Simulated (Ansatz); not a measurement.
`CCCCCl` + H₂ → `CCl` + `CCC` at 700 K and 1 bar (hydrogenolysis of a C–C bond).

Gas-phase electronic energies from Ansatz, PBE0-D4/def2-TZVP geometries. CCSD(T)/CBS is the MP2 limit (def2-TZVPP, def2-QZVPP) plus CCSD(T) − MP2 in def2-TZVPP, frozen cores. This one scheme is used for every species. One conformer a species, not always the lowest.

```csv
species,CCSD(T)/CBS energy (Eh),H − E (kJ/mol),S (J/(mol·K))
`CCCCCl`,-617.41886,405.8,460.6
H₂,-1.17544,46.8,155.3
`CCl`,-499.63220,131.4,278.6
`CCC`,-118.98051,329.4,356.3
```

H − E and S are ideal-gas, rigid-rotor, harmonic terms from PBE0-D4/def2-TZVP, for one conformer and one mirror image of each species. The MP2-based limit puts H₂ 0.8 mEh under its directly extrapolated value; such offsets cancel only in part. 1 Eh = 2625.50 kJ/mol, R = 8.31446 J/(mol·K).

Problem. By hand: ΔE, ΔH, ΔS and ΔG.

Solution. ΔE = (-499.63220) + (-118.98051) − (-617.41886) − (-1.17544) = -0.01841 Eh = -48.3 kJ/mol. Δ(H − E) = 131.4 + 329.4 − 405.8 − 46.8 = 8.2, so ΔH = -40.1 kJ/mol. ΔS = 278.6 + 356.3 − 460.6 − 155.3 = 19.0 J/(mol·K). ΔG = -40.1 − 700 × (19.0)/1000 = -53.4 kJ/mol.

Problem. By hand: the equilibrium constant, and the temperature at which ΔG would vanish if ΔH and ΔS stayed fixed.

Solution. log₁₀ K = −ΔG/(RT ln 10) = 4.0. ΔH and −TΔS have one sign here, so there is no such temperature.

ΔH outweighs TΔS. A doubt of 5 kJ/mol in ΔE shifts log₁₀ K by 0.4 here. Other conformers and mirror images would add mixing entropy, several J/(mol·K) or more a flexible species. These are equilibria of isolated gas molecules and say nothing of rates. Largest T1 diagnostic: 0.009 (customary marks: 0.02 for closed shells, 0.045 for open ones).
